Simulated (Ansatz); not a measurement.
For zinc-blende ZnS, r²SCAN-D4 in Ansatz (plane waves, PAW) gives:

```
Quantity                   Value
------------------  ------------
lattice constant a       5.369 Å
bulk modulus B0         80.8 GPa
cohesive energy     3.31 eV/atom
band gap                 2.76 eV
```

Task: What does r²SCANh in Ansatz (plane waves, PAW) give for the same quantities?

Result: 
- lattice constant a: 5.391 Å (rises by 0.4 %)
- bulk modulus: 79.6 GPa (decreases by 1.5 %)
- cohesive energy: 3.17 eV/atom (drops by 0.14 eV/atom)
- band gap: 3.36 eV (rises by 0.60 eV)

For comparison: lattice constant a 5.41 Å (measured, room temperature, no zero-point or thermal correction; as tabulated in Albrecht et al. (1997), arXiv:cond-mat/9706128); bulk modulus 77.1 GPa (measured, temperature not stated, not corrected to a static lattice, our sources range from 74.5 to 77.1; as tabulated in Toher et al. (2017), arXiv:1611.05714); cohesive energy 3.21 eV/atom (measured, zero-point energy (9/8 kB θD) added and atomic spin-orbit splittings removed, spin-orbit-averaged atoms; as tabulated in Albrecht et al. (1997), arXiv:cond-mat/9706128); band gap 3.94 eV (measured, zero-point renormalisation of 0.1 eV added back here (the table's ZPR column); inputs from Chen et al. (2018), doi:10.1103/physrevmaterials.2.073803).

Changes are worked out from the printed values.

Unless a cell is named, each level is at its own relaxed cell (r²SCAN-D4 19.35, r²SCANh 19.58 Å³/atom).

Density-functional gaps are differences of (generalised) Kohn–Sham levels.

Ansatz's density-functional and Hartree–Fock values are scalar-relativistic unless marked +SOC, with PAW data made under PBE.

Ansatz is a program for electronic structure.
